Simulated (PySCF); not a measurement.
Start geometry of `C#CC(C)(C)O` (2-methyl-3-butyn-2-ol) from MMFF94s (Å):
```
atom  x, y, z in Å
C1     2.4688    0.4151   -0.3258
C2     1.2990    0.2858   -0.0844
C3    -0.1364    0.1343    0.2164
C4    -0.9738    0.3276   -1.0465
C5    -0.4126   -1.2296    0.8436
O6    -0.5189    1.1313    1.1627
H7     3.5079    0.5270   -0.5346
H8    -0.8096    1.3219   -1.4795
H9    -0.7337   -0.4184   -1.8121
H10   -2.0441    0.2614   -0.8196
H11   -1.4714   -1.3316    1.1082
H12   -0.1425   -2.0502    0.1697
H13    0.1531   -1.3557    1.7749
H14   -0.1858    1.9810    0.8270
```

What comes out of this run: PySCF 2.14.0, PBE0-D3(BJ)/def2-SVP geometry optimisation, gas phase?

```
atom  x, y, z in Å
C1     2.405    0.645   -0.443
C2     1.260    0.397   -0.136
C3    -0.150    0.136    0.220
C4    -1.005    0.151   -1.051
C5    -0.271   -1.199    0.947
O6    -0.609    1.114    1.133
H7     3.423    0.862   -0.707
H8    -0.924    1.125   -1.557
H9    -0.686   -0.627   -1.759
H10   -2.058   -0.018   -0.779
H11   -1.324   -1.364    1.219
H12    0.075   -2.026    0.313
H13    0.328   -1.176    1.868
H14   -0.463    1.979    0.734
```

The energy falls by 3.4 kJ/mol over 7 energy and gradient evaluations, the largest force component goes from 0.0201 to 2.3e-04 Eh/bohr, and the atoms move by 0.040 Å rms after alignment. The bond that changes most is C3–O6 (carbinol carbon (C–OH) to alcohol oxygen), which shortens by 0.012 Å. Bonds longer at the end by more than 0.005 Å: 2 of 13; shorter: 2. Among the angles that change most is H8–C4–H10, from 106.4° to 108.7°. Rotational constants go from 4810, 2775, 2706 to 4829, 2771, 2703 MHz. The orientation of the end geometry is arbitrary; only internal coordinates are fixed.

The run used 124 basis functions and 52 SCF cycles in all. Cost: about 27 s of CPU time on one thread; the machine was shared, so the figure is rough.

Stationary, but not proved a minimum. The numbers are those of one conformer.
